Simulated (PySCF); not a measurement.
Computed with PySCF, PBE0, basis S def2-TZVP, H def2-TZVP (no relativity, density fitting). Open shells, if any, are unrestricted.

Task: What shape and geometry does isolated singlet SH₅⁺ take (every ligand bound to S)?

Result: Counting electrons, sulfur keeps none of its valence electrons outside its bonds, so the VSEPR class is AX5 and the expected shape is trigonal bipyramidal (D3h). The calculation gives C4v instead. The lowest minimum found is a singlet of C4v symmetry with S–H 1.352 Å, S–H 1.403 Å (×4); H–S–H 88.9° (×4), H–S–H 98.1° (×4), H–S–H 163.9° (×2). Its harmonic wavenumbers are 341 (b1), 1019 (e), 1096 (a1), 1523 (e), 1797 (b2), 2162 (b1), 2210 (e), 2303 (a1), 2664 (a1) cm⁻¹ and its dipole moment is 0.70 D about the centre of mass.

This need not be the most stable arrangement of these atoms.
